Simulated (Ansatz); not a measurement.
System: body-centred tetragonal In. Method: PBE in Ansatz (PAW).

Run with plane-wave cutoff 520 eV, 24×24×24 k mesh, Fermi–Dirac smearing 0.05 eV, scalar-relativistic PAW data made under PBE.

Results at a series of volumes:

```tsv
V (Å³/atom)	E − E_lowest (meV/atom)	P (GPa)
26.369	5.31	1.614
26.918	1.28	0.758
27.468	0.00	0.002
28.017	1.16	-0.667
28.566	4.48	-1.257
```

Task: Fit the third-order Birch–Murnaghan equation and give B0 and B′.

Result: V0 = 27.469 Å³/atom, B0 = 35.5 GPa, B′ = 5.2 (fit to the energies at full precision).

Shape and atoms are relaxed at each volume.

Measured, for comparison: bulk modulus 44.7 GPa (copied from a table, unchecked, extrapolated to 0 K and zero-point effects removed; as tabulated in Lejaeghere et al. (2013), arXiv:1204.2733). Computed (rounded) less measured: bulk modulus not scored (unchecked).

Note: the bulk modulus comes from volumes at which shape and atoms were relaxed.

Spin–orbit coupling is not included.

Static lattice: no zero-point or thermal effects.

Computing time: about 6 core-minutes (a rough figure).

Ansatz is a first-principles code.
